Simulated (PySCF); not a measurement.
Gas-phase reaction: 2 AlCl2NH2 + H2 = 2 AlH3 + N2 + 4 Cl

Energies from PySCF, thermal terms from the rigid-rotor harmonic-oscillator model, ideal gas at 1 bar. † marks an energy on the PBE0/def2-TZVP geometry and frequencies; other levels use their own. 6-31G* has spherical d functions here. Open shells (unrestricted): Cl (multiplicity 2, electronic degeneracy 6); the rest are closed-shell singlets. Spin-orbit splitting is ignored; it lowers the true energy and changes the entropy of Cl. B3LYP is the form with VWN-RPA correlation. AlCl2NH2, AlH3: computed as isolated molecules; such fragments, hydroxides, amides, oligomers or adducts are transient or little studied in the gas. The harmonic model lacks anharmonicity and excited electronic states, which grow with temperature; levels with a mode under 35 cm⁻¹ are left out.

```
level               ΔE electronic, kJ  ΔH°(298 K), kJ  ΔS°(298 K), J/K  ΔG°(800 K), kJ
------------------  -----------------  --------------  ---------------  --------------
B3LYP/6-31G*                     1632            1575              502            1175
B3LYP/def2-TZVP†                 1699            1641              503            1241
HF/6-31G*                        1321            1260              509             855
PBE0/def2-QZVP†                  1802            1744              503            1343
ωB97X-V/def2-TZVP†               1767            1709              503            1309
```
ΔH° is lowest at HF/6-31G* and highest at PBE0/def2-QZVP†. No reference value is set beside these.
